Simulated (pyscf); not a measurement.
**Substitution at C: `[Cl][CH2][CH2][Cl]` + `[CH3]` [doublet] -> `[Cl]` [doublet] + `[CH3][CH2][CH2][Cl]`**

Gas phase, doublet surface, charge 0. Bonds broken: Cl1–C2. Bonds formed: C2–C9. Optimised with ωB97X-D3(BJ)/def2-SVP in PySCF.

Transition state (Å):

```xyz
12

Cl    -0.0358    -2.4552     0.5210
C     -0.5157    -0.3666     0.5525
C     -0.7502    -0.0952    -0.9224
Cl    -2.4909    -0.1023    -1.3060
H     -1.3567    -0.6387     1.1898
H      0.4702    -0.1681     0.9739
H     -0.2754    -0.8715    -1.5324
H     -0.3521     0.8847    -1.2188
C     -0.9922     1.5175     1.2552
H     -1.0020     1.4000     2.3434
H     -1.9696     1.6635     0.7846
H     -0.1800     2.1402     0.8646
```

One imaginary mode, 938i cm⁻¹; descent along it reached the two sides named.

```csv
bond,change,reactant side (Å),saddle,product side
Cl1–C2,breaks,1.780,2.143,3.2
C2–C9,forms,3.7,2.067,1.526
```

Electronic energies relative to the separated reactants (kcal/mol):

```json
[
 {"level": "ωB97X-D3(BJ)/def2-TZVP", "barrier": "29.7", "reaction energy": "-9.4", "reverse barrier": "39.1"},
 {"level": "PBE/def2-TZVP", "barrier": "22.3", "reaction energy": "-6.2", "reverse barrier": "28.5"},
 {"level": "r²SCAN/def2-TZVP", "barrier": "25.0", "reaction energy": "-4.4", "reverse barrier": "29.4"},
 {"level": "B3LYP-D3(BJ)/def2-TZVP", "barrier": "24.7", "reaction energy": "-8.7", "reverse barrier": "33.3"},
 {"level": "PBE0-D3(BJ)/def2-TZVP", "barrier": "26.3", "reaction energy": "-8.0", "reverse barrier": "34.3"},
 {"level": "M06-2X/def2-TZVP", "barrier": "28.6", "reaction energy": "-9.1", "reverse barrier": "37.7"},
 {"level": "ωB97M-D3(BJ)/def2-TZVP", "barrier": "29.1", "reaction energy": "-9.6", "reverse barrier": "38.7"},
 {"level": "HF/def2-TZVP", "barrier": "46.1", "reaction energy": "-11.9", "reverse barrier": "58.0"}
]
```

With ωB97M-D3(BJ)/def2-TZVP energies and thermal terms (ideal gas, 1 atm, RRHO with modes under 100 cm⁻¹ raised to 100, one conformer, R ln 2 for rigid chiral ones), in kcal/mol:

```tsv
T (K)	ΔH‡	ΔG‡	ΔH	ΔG
298	30.5	40.4	-5.7	-3.5
600	30.7	50.4	-6.0	-1.1
900	31.2	60.1	-5.8	+1.3
1200	31.7	69.7	-5.3	+3.6
```

One saddle was located; it need not be the lowest between these sides. The angle at the attacked C is 161°. Left out: orbital degeneracy and the spin-orbit lowering of Cl.
